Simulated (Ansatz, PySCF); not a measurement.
System: formaldehyde, CH2O, net charge 0, singlet state. 
Geometry from a B3LYP-D3(BJ)/def2-TZVP (Ansatz, a quantum-chemistry and plane-wave program) optimisation:
SMILES: C=O
```xyz
4

O     -0.0009    -0.0102     0.6728
C      0.0007     0.0079    -0.5259
H     -0.0027     0.9554    -1.0993
H      0.0057    -0.9218    -1.1276
```

Wanted: vertical ionisation energy (to the doublet state of charge +1; each state is the SCF solution reached for its spin), in eV. Valence correlation only, unless marked. Open shells are spin-unrestricted. Spin-orbit coupling is left out. Non-relativistic. CBS marks a two-point X^-3 extrapolation of the correlation energy; Hartree-Fock from the larger set.

| level | program | vertical ionisation energy (eV) |
|---|---|---|
| HF/aug-cc-pVDZ | Ansatz | 9.47 |
| HF/aug-cc-pVTZ | Ansatz | 9.46 |
| HF/def2-QZVPPD | Ansatz | 9.46 |
| RI-HF/aug-cc-pVQZ | Ansatz | 9.46 |
| r2SCAN/def2-TZVPD | Ansatz | 10.68 |
| M06-2X/def2-TZVPD | PySCF | 10.98 |
| wB97M-V/def2-TZVPD | Ansatz | 10.85 |

Q: Estimate the value at CCSD(T)/CBS(def2-TZVPPD,def2-QZVPPD) as computed with Ansatz.

A: 10.99 eV
